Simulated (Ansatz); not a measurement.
## Isomers

Structures of CH$_{3}$AlCl, doublet, relaxed at PBE0-D4/def2-TZVP (vibrations not checked; lower isomers may exist, and structures with a doubtful reference or unclear bonds are left out). Program: Ansatz 0.2.0. Basis: def2-TZVPP. Cores are frozen in the correlated methods; orbitals are unrestricted. B3LYP uses VWN-RPA correlation.

Q: Rank them by CCSD(T) energy, lowest first, and give each one's height above the lowest. Links in brackets join atoms within 1.22 times the sum of their covalent radii (1.1 for two metals). (An estimate is asked for; the value comes from the calculation.)
A.
CH₃AlCl ([AlH][CH][ClH])
```
6
angstrom
Al -1.0687 -0.3160 -0.8483
C 0.6273 -0.2485 -0.0387
Cl 1.5456 -1.6877 0.1325
H -1.8076 1.0821 -1.1160
H 1.2135 0.5674 0.3725
H 1.3872 -2.2708 1.3313
```
B.
CH₃AlCl ([CH2][AlH][Cl])
```
6
angstrom
C -0.8027 -0.0479 -0.7056
Al 0.5725 0.1838 0.6027
Cl 2.0084 -1.3385 0.7973
H -0.8839 -0.9190 -1.3523
H -1.5919 0.6803 -0.8847
H 0.6976 1.4413 1.5427
```
C.
CH₃AlCl ([CH3][Al][Cl])
```
6
angstrom
Al -0.4147 -1.1925 -0.2739
C 0.1824 0.4067 0.6952
Cl 1.0286 -2.7299 -0.5149
H 0.5175 0.1106 1.6944
H 1.0389 0.8403 0.1691
H -0.5967 1.1639 0.7911
```
D.
a complex of CH₂Al ([CH2][Al]) + HCl
```
6
angstrom
C -0.6438 -0.7333 -1.0260
Al 0.9284 -1.1953 0.0751
Cl 0.5030 1.6286 1.4002
H -0.9989 -1.3779 -1.8365
H -1.3046 0.1306 -0.9194
H 1.4963 1.3518 2.1604
```

A: By the calculation: C (0.00 kcal/mol), B (16.67 kcal/mol), D (78.73 kcal/mol), A (140.12 kcal/mol). Heights count from the lowest.

Q: Do PBE-D4, r2SCAN-D4, PBE0-D4, B3LYP-D4, wB97M-V, HF, MP2 give the same order? (Judge from chemistry; the calculation decides.)

A: By the calculation: All do.

The T1 diagnostic stays at or below 0.035. ⟨S²⟩ of the unrestricted Hartree–Fock references: 0.76 to 0.86 (a pure state has 0.75). The unrestricted reference is spin-contaminated, which hurts MP2 most.

For scale, one of the runs: CCSD(T)/def2-TZVPP, 157 basis functions, launched by `ansatz run in.yaml --threads 2 --pin off --events-out ev --progress --plain --max-ram 4352MiB`. The run took 50 s on 2 CPU threads of an Intel Xeon Platinum 8488C (shared host), with 2.4 GiB of host memory at its peak.
